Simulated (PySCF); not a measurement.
## Quadrupolar nuclei of `[BH3-]OC` in NMR

Species: CH₆BO (charge -1).
Atom-mapped SMILES: `[BH3-:1][O:2][CH3:3]` (hydrogens: H4, H5, H6 on B1; H7, H8, H9 on C3)

Geometry (PBE0-D3(BJ)/def2-SVP, Å), atoms numbered from 1 in this order:
```xyz
9
CH6BO angstrom
B      0.8808    0.4377   -0.6046
O     -0.4491    0.5811   -1.2539
C     -1.4892    0.1322   -0.5026
H      1.1316   -0.7763   -0.3453
H      0.9272    1.0823    0.4846
H      1.7571    0.8796   -1.3783
H     -1.4153   -0.9543   -0.2378
H     -2.4568    0.2640   -1.0386
H     -1.5932    0.6600    0.4806
```

Computed at PBE0/pcSseg-1 (PySCF, non-relativistic):

```
atom            environment  nucleus  spin I    Q (b)  CQ = χzz (MHz)      η
  B1  four-coordinate boron      11B     3/2  0.04059           1.007  0.170
  O2     boron-bound oxygen      17O     5/2  -0.0256         -11.112  0.612
```

Task: PQ = |CQ|√(1 + η²/3), νQ = 3|CQ|/[2I(2I − 1)], ν0 = |g|·7.62259 MHz/T·B with g(11B) = 1.79243, g(17O) = −0.75752: values at 14.1 T?

Result: 
```csv
atom,PQ (MHz),νQ (MHz),ν0 (MHz),νQ/ν0
B1,1.012,0.504,192.65,0.003
O2,11.78,1.667,81.42,0.020
```

For B1: PQ = 1.007 × 1.0048, νQ = 1.007 × 0.5000, ν0 = 13.6630 MHz/T × 14.1 T.

Task: Second-order quadrupolar shift of the central transition's centre of gravity (half-integer spins, νQ < ν0/10) at 14.1, 18.8 and 23.5 T.

Result: δ = −(3/40)(PQ/ν0)² [I(I + 1) − 3/4]/[I²(2I − 1)²], in ppm:

| site | 14.1 T | 18.8 T | 23.5 T |
| --- | --- | --- | --- |
| 11B at B1 | -0.69 | -0.388 | -0.248 |
| 17O at O2 | -126 | -70.7 | -45.3 |

The couplings are those of the rigid, isolated species; surroundings and motion change them. The pcSseg-1 basis has no diffuse functions, a weakness for an anion. The small basis limits the accuracy of the gradients.
